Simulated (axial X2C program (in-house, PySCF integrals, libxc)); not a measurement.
**Linear SiCN⁺ at several levels**

One table from this session's results is given with a row withheld; the runs are named, their logs left out.

Method: all-electron X2C, two-component (2c) or spin-free, Si dyall-v3z, C dyall-v3z, N dyall-av3z; program: an in-house X2C program for linear molecules on PySCF integrals.

All values are calculated.

1 further run of the same task is left out (set aside as unsound or not needed).

Set-up of the first run:

File task.json:

```json
{"zs": [14, 6, 7], "q": 1, "bas": ["dyall-v3z", "dyall-v3z", "dyall-av3z"], "r0": [1.86, 1.16], "symm": 0, "scan": ["PBE0", "HF", "TPSSh"], "levels": ["PBE0", "HF", "BHandHLYP"], "nst": 2}
```

Keys: zs atomic numbers; q charge; bas basis sets; r0 starting distance in Å; symm equal bonds; scan levels of the two-bond scan (MP2 follows by itself at each HF point); levels methods; nst determinants followed.

On the command line:

```sh
python solin.py task.json out
```

Masses Si 27.977, C 12.000, N 14.003 u.

Steps of the session up to this table: Scan at PBE0, 2c; Scan at HF, 2c; Scan at TPSSh, 2c.

One table of the session follows, with a row left open; its other results are not shown here.

```
           level  r(Si–C) (Å)  r(C–N) (Å)  lower stretch (cm⁻¹)  upper stretch (cm⁻¹)
        PBE0, 2c        1.821       1.162                 652.4                2262.0
          HF, 2c        1.822       1.134                 672.3                2465.4
       TPSSh, 2c        1.823       1.168                 645.8                2209.8
         MP2, 2c        1.815       1.189                 659.1                2006.7
 PBE0, spin-free            ?           ?                     ?                     ?
   HF, spin-free        1.821       1.134                 672.4                2465.4
TPSSh, spin-free        1.823       1.168                 645.8                2209.8
  MP2, spin-free        1.815       1.189                 659.1                2006.7
```

Estimate the missing values for PBE0, spin-free.

The run gave: r(Si–C) (Å): 1.821; r(C–N) (Å): 1.162; lower stretch (cm⁻¹): 652.5; upper stretch (cm⁻¹): 2262.0.

Scans not shown above were run alike.

The upper stretch spreads by more than a fifth over the levels, so it depends strongly on the method. MP2 freezes inner shells (threshold -2 hartree). The molecule was held linear; bending was not examined, so a bent shape may lie lower.
